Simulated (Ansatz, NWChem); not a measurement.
## How basis sets differ on CH2AlN (SMILES N#[C][AlH2])

CH2AlN has 5 atoms, charge 0, and is taken as a singlet. SMILES: `N#[C][AlH2]`. The shape is that of a PBE0-D4/def2-TZVP optimisation.

Each level gives the vertical ionisation energy (to the doublet cation) (eV). The values are calculated.

```
         level                 kind  program  value (eV)  CPU time (all runs)
    MP2/STO-3G  perturbation theory   Ansatz        9.97               0.66 s
  MP2/def2-SVP  perturbation theory   NWChem       12.16                 11 s
 MP2/def2-TZVP  perturbation theory   NWChem       13.01                 99 s
MP2/def2-TZVPP  perturbation theory   NWChem       13.03              2.4 min
```

The values span 9.97 to 13.03 eV. Spin contamination of the reference (⟨S²⟩ at least 0.1 too high) touches MP2/STO-3G, MP2/def2-SVP. Without the sets that lack polarisation functions the rows with a basis span only 12.16 to 13.03 eV. Times are those of the runs behind each value, whatever else they computed, on shared processors of several kinds: orders of magnitude only.
